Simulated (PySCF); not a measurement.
BF₃, SMILES FB(F)F. Atoms are numbered in the order given.

```xyz
4

B      0.0000     0.0000     0.0000
F     -1.3156     0.0000     0.0000
F      0.6578     1.1394     0.0000
F      0.6578    -1.1394     0.0000
```
Charge 0, spin multiplicity 1.

Coordinates come from a B3LYP-D3(BJ)/def2-TZVP optimisation. The isomer is the one that the SMILES or the coordinates give; other isomers of the formula were not compared.

Two levels are set side by side: PBE/pcJ-1 (PySCF) and B3LYP/pcJ-1 (PySCF). One-bond couplings, all four terms, same geometry. Isotopes: 11B, 19F. Differences are taken from unrounded values.

```tsv
quantity	B3LYP
¹J(B1,F2) (Hz)	-67.9
¹J(B1,F3) (Hz)	-67.9
¹J(B1,F4) (Hz)	-67.9
```

Task: What does PBE give, and how far is it from B3LYP? (An estimate is asked for; the answer gives what the named calculation found.)

Result: 
```csv
quantity,PBE,PBE minus B3LYP
"¹J(B1,F2) (Hz)",-111.8,-43.9
"¹J(B1,F3) (Hz)",-111.8,-43.9
"¹J(B1,F4) (Hz)",-111.8,-43.9
```

Rough cost on one machine, each run with all the roots and properties that it gave: B3LYP against PBE about 3 times.
